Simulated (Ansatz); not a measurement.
A made-up structure of CH3SSi (charge +1), singlet:

C1  (-0.978, 0.210, -0.902)
Si2  (0.373, -0.310, 0.032)
S3  (1.129, 0.323, 1.810)
H4  (1.737, -0.573, -0.263)
H5  (-0.796, 0.776, -1.818)
H6  (2.139, -0.577, 1.813)
(Å)

It is relaxed with PBE-D4/def2-SVP and then PBE0-D4/def2-TZVP (Ansatz 0.2.0). Atoms count as bonded within 1.22 times the sum of their covalent radii (H–H: 0.88 Å). The end point is not checked to be a true minimum.

Task: Does its bonding change? (Judge from chemistry; the calculation decides.)

Result: Computed: Yes. Formed: C1–S3; broken: none.

Where it ends: The first stage lowers the energy by 2.91 eV in 27 steps. It ends as CH₃SSi ([CH]1[SiH][SH]1), total charge +1:
C1  (-0.196, 0.301, -0.269)
Si2  (1.273, -0.374, -0.641)
S3  (0.819, 0.655, 1.219)
H4  (2.427, -0.994, -1.307)
H5  (-1.218, 0.618, -0.405)
H6  (0.501, -0.357, 2.075)
(Å)

Labels in which every atom is bracketed show which atoms are joined, not bond orders.

For scale, one of the runs: PBE0-D4/def2-TZVP relaxation, 123 basis functions, launched by `ansatz run in.yaml --threads 2 --pin off --events-out ev --progress --plain --max-ram 4352MiB`. Hardware: 2 CPU threads of an Intel Xeon Platinum 8488C, shared host. Wall time about 15 s.
